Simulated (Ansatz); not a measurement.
Predict the output of the script below (Ansatz's Python interface).

Contents of `c2h5nos.xyz`:
```text
10

N    -1.09350    0.53630    0.94800
C    -0.31720    0.59260   -0.04760
O    -0.08300    1.78700   -0.60210
C     0.44030   -0.56160   -0.70250
S     0.48610   -1.98790    0.42350
H    -1.26750   -0.37950    1.24130
H    -0.54180    2.44170   -0.08300
H     1.41280   -0.26560   -1.01550
H    -0.20530   -0.84960   -1.53870
H     1.25240   -1.36460    1.37960
```

The script, `opt_c2h5nos.py`:
```python
"""Relax the C2H5NOS molecule."""

import ansatz as az
import numpy as np

BASIS = "def2-SVP"
XC = "hf"

molecule = az.Crystal.molecule_from_extxyz("c2h5nos.xyz")

base = molecule.calculation().basis(gaussian=BASIS).functional(XC)
symbols = [site.symbol for site in molecule.cartesian_sites]
start = np.array([site.position_ang for site in molecule.cartesian_sites], dtype=float)
r = base.relax(force_tolerance=0.005).run(threads=1, backend="cpu").report
end = np.array(r["positions_ang"])

for key in ("converged", "free_energy_ev", "reference_energy_ev", "n_frozen", "n_occupied", "n_virtual"):
    print(f"{key:22s} {r[key]}")

print("bond        before    after (A)")
for i, j in [(0, 1), (0, 5), (1, 2), (1, 3), (2, 6), (3, 4), (3, 7), (3, 8), (4, 9)]:
    d0, d1 = (np.linalg.norm(xyz[i] - xyz[j]) for xyz in (start, end))
    print(f"{symbols[i]}{i}-{symbols[j]}{j}".ljust(10), f"{d0:8.4f} {d1:8.4f}")
for i, j, k in [(1, 0, 5), (0, 1, 2), (0, 1, 3), (2, 1, 3), (1, 2, 6), (1, 3, 4), (1, 3, 7), (1, 3, 8)]:
    u, v = end[i] - end[j], end[k] - end[j]
    print(f"angle {symbols[i]}{i}-{symbols[j]}{j}-{symbols[k]}{k}: {np.degrees(np.arccos(np.clip(u @ v / np.linalg.norm(u) / np.linalg.norm(v), -1, 1))):.2f} deg")
```

```console
$ python opt_c2h5nos.py
converged              True
free_energy_ev         -16468.367558667556
reference_energy_ev    -16468.367558667556
n_frozen               0
n_occupied             [24, 24]
n_virtual              [75, 75]
bond        before    after (A)
N0-C1        1.2637   1.2444
N0-H5        0.9772   1.0046
C1-O2        1.3375   1.3333
C1-C3        1.5280   1.5120
O2-H6        0.9532   0.9490
C3-S4        1.8178   1.8115
C3-H7        1.0636   1.0880
C3-H8        1.0950   1.0901
S4-H9        1.3747   1.3347
angle C1-N0-H5: 112.02 deg
angle N0-C1-O2: 120.94 deg
angle N0-C1-C3: 129.66 deg
angle O2-C1-C3: 109.40 deg
angle C1-O2-H6: 108.17 deg
angle C1-C3-S4: 116.41 deg
angle C1-C3-H7: 108.59 deg
angle C1-C3-H8: 107.97 deg
```

Notes:
- These settings explore the input space; basis and method may be short of convergence.
- The end point is the stationary point reached from this start; no frequency run checks that it is a minimum, and the basis set is modest.
- Timing: 60 s on 1 thread of Arm Neoverse N1, with other jobs on the host, peak memory 0.26 GiB.

(Lines on the test bed's own set-up are left out of the output.)
